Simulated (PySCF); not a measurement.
Atom-mapped SMILES (the numbers label the heavy atoms): `[F:1][PH+:2]([F:3])[PH2:4]`; H(Xn) means a hydrogen on atom n.

Geometry: PBE0-D3(BJ)/def2-SVP; GIAO shifts from PySCF 2.14.0 with density-fitted response routines, gas phase, non-relativistic, averaged over equivalent atoms.

At PBE0/pcSseg-1 (97 basis functions, 4.5 s wall time on 1 thread of an Arm Neoverse V1, shared host):
| atoms | δ (ppm) |
| --- | --- |
| F1/F3 | -82.0 |
| P2 | 156.1 |
| P4 | -197.5 |
| H(P2) | 9.11 |
| H(P4) | 4.05 |

Chemical shifts δ = σref − σ; CFCl3 for ¹⁹F (177.25 ppm); ³¹P (310.13 ppm) against H3PO4; ¹H (31.27 ppm) vs TMS, all at this level.

What do these become at B3LYP/pcSseg-2?

Answers


| atoms | δ at B3LYP/pcSseg-2 | change |
| --- | --- | --- |
| F1/F3 | -79.3 | +2.7 |
| P2 | 156.3 | +0.2 |
| P4 | -199.4 | -1.9 |
| H(P2) | 9.10 | -0.01 |
| H(P4) | 3.90 | -0.15 |

Referencing at the same level of theory: ¹⁹F (σ = 169.74 ppm) against CFCl3; ³¹P (σ = 283.32 ppm) vs H3PO4; ¹H (σ = 31.39 ppm) vs TMS.

The largest change is at F1/F3 (fluorine bonded to P). Cost: 200 basis functions, 12 s wall time on 1 thread of an Arm Neoverse V1, shared host.

Unscaled 19F shifts against computed CFCl3 carry errors that often reach 10 to 50 ppm. Experimental scales use liquid or dissolved standards, which lie at an offset from isolated H3PO4.
